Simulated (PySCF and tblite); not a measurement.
Values are calculated unless marked as measured or tabulated.
# Dynamics report: rotation

System: C₃H₃FS, numbered as in [CH2:1]=[C:2]([F:3])[CH:4]=[S:5].

Motion: rotation about the C2–C4 bond (torsion C1–C2–C4–S5 from 0° to 180°, rising). The path came from a restrained scan, a climbing-image band and a saddle search at GFN2-xTB; energies are B3LYP/pcSseg-1 + D3(BJ)//GFN2-xTB, thermal terms GFN2-xTB. Rates follow Eyring's equation with the number of equivalent paths and no tunnelling. Programs: tblite and PySCF.

```
 point  symmetry  E(GFN2) kcal/mol  E(DFT) kcal/mol  ZPE change kcal/mol  lowest mode cm⁻¹  dipole D
 start        Cs               0.0              0.0                 0.00               127      1.14
saddle        C1               9.4              9.3                -0.37              146i      1.81
   end        Cs               2.5             -1.2                 0.01               114      3.16
```

* Electronic barrier: 9.3 kcal/mol
* Barrier with zero-point energy: 8.9 kcal/mol
* ΔH‡ (298 K): 8.6 kcal/mol
* ΔS‡ (298 K, symmetry apart): -2.1 cal/(mol K)
* Paths: 2 equivalent paths
* End point: a different minimum
* Mean lifetime of the start against this motion at 298 K: 470 ns
* Cost: 20 s on 1 thread of Intel Xeon Platinum 8375C @ 2.90GHz, shared host (rough), peak memory 0.5 GiB, launched as `OMP_NUM_THREADS=1 python ens_run.py task.json out`

```
T/K  ΔG‡ kcal/mol    k s⁻¹  ΔG kcal/mol  k back s⁻¹
150           9.0     0.47         -1.2      0.0087
200           9.1     1020         -1.2          51
250           9.1  1.1×10⁵         -1.2        9450
298           9.2  2.1×10⁶         -1.2     2.8×10⁵
350           9.3  2.2×10⁷         -1.2     3.8×10⁶
400           9.4  1.2×10⁸         -1.2     2.5×10⁷
500           9.7  1.2×10⁹         -1.2     3.6×10⁸
```

ΔG and ΔG‡ leave out symmetry numbers and mirror images; rates count paths: 2 out, 2 back.
